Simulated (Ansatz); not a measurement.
# C3H5 radical: how energies converge with the basis set

How large a basis does C3H5 radical need? Two functionals and correlated methods are run in growing sets.

Computed with Ansatz 0.2.0, Gaussian basis. Level: one geometry, several basis sets.

Levels to be run: PBE0-D4/def2-SVP; ωB97M-V/def2-SVP; PBE0-D4/def2-QZVPP; ωB97M-V/def2-QZVPP; CCSD(T)/cc-pV(D+d)Z; CCSD(T)/cc-pV(T+d)Z; CCSD(T)/cc-pV(Q+d)Z; the functionals' def2-TZVPP values are taken from earlier runs.

## Step 1: The geometry

All runs share one geometry, relaxed beforehand with PBE0-D4 in a triple-zeta def2 set.

8 atoms, charge 0, spin multiplicity 2.

Atoms are counted from 1 here; the program's logs count them from 0.

Bond lengths: C1–C2 1.459 Å, C1–C3 1.459 Å, C1–H4 1.079 Å, C2–C3 1.523 Å, C2–H5 1.087 Å, C2–H6 1.087 Å, C3–H7 1.087 Å, C3–H8 1.087 Å. Angles: C2–C1–C3 62.9°, C2–C1–H4 132.7°, C3–C1–H4 132.7°, C1–C2–C3 58.5°, C1–C2–H5 119.2°, C1–C2–H6 118.9°, C3–C2–H5 119.0°, C3–C2–H6 116.7°, H5–C2–H6 113.8°, C1–C3–C2 58.5°, C1–C3–H7 118.9°, C1–C3–H8 119.2°, C2–C3–H7 116.7°, C2–C3–H8 119.0°, H7–C3–H8 113.8°.

## Step 2: PBE0-D4 in def2-SVP

Input file in.yaml:

```yaml
crystal:
  periodic: [false, false, false]
  atoms:
    - {symbol: C, position_ang: [-0.922350, -0.237270, -0.208902]}
    - {symbol: C, position_ang: [0.037439, 0.758934, 0.254354]}
    - {symbol: C, position_ang: [0.443585, -0.691156, 0.028681]}
    - {symbol: H, position_ang: [-1.570516, -0.284719, -1.070573]}
    - {symbol: H, position_ang: [0.388644, 1.518561, -0.439036]}
    - {symbol: H, position_ang: [-0.013710, 1.097516, 1.285585]}
    - {symbol: H, position_ang: [0.653196, -1.283791, 0.914989]}
    - {symbol: H, position_ang: [1.075911, -0.935173, -0.820897]}
basis:
  gaussian: {orbitals: def2-SVP}
magnetization: {spin_polarized: true, initial_magnetization: 1}
hamiltonian: {xc: pbe0, dispersion: d4}
output: {orbitals: {seedname: orbitals}}
```

The run is started by

```console
> ansatz run in.yaml --threads 2 --pin off --events-out ev --progress --plain --max-ram 32768MiB --backend cpu
```

The runs that follow: ωB97M-V in def2-SVP; PBE0-D4 in def2-QZVPP; ωB97M-V in def2-QZVPP; CCSD(T) in cc-pV(D+d)Z; CCSD(T) in cc-pV(T+d)Z; CCSD(T) in cc-pV(Q+d)Z.

Before running them: what should the planned runs give, taken together? Wanted: MP2 correlation recovered, cc-pV(D+d)Z; MP2 correlation recovered, cc-pV(T+d)Z; MP2 correlation recovered, cc-pV(Q+d)Z; CCSD(T) limit from def2 sets; PBE0-D4: double and triple zeta above quadruple; ωB97M-V: double and triple zeta above quadruple.

**Answer**, as computed:

```
                                                                 quantity          value
                                   MP2 correlation recovered, cc-pV(D+d)Z         73.6 %
                                   MP2 correlation recovered, cc-pV(T+d)Z         90.3 %
                                   MP2 correlation recovered, cc-pV(Q+d)Z         96.0 %
CCSD(T) limit from def2 sets (earlier runs) less the limit of this series          0 meV
                          PBE0-D4: double and triple zeta above quadruple  3.62, 0.18 eV
                          ωB97M-V: double and triple zeta above quadruple  3.82, 0.17 eV
```

What this shows: PBE0-D4 gains 3.44 eV from double to triple zeta, then 0.18 eV more. In cc-pV(D+d)Z MP2 holds 74 % of its limit, in cc-pV(Q+d)Z 96 %, while Hartree-Fock is within 0.061 eV in the largest set. A limit from the def2 sets, made apart, differs by 0 meV, a least measure of the doubt on such a limit. These are total energies; as a rule much of such shifts cancels in differences, which this series doesn't test.
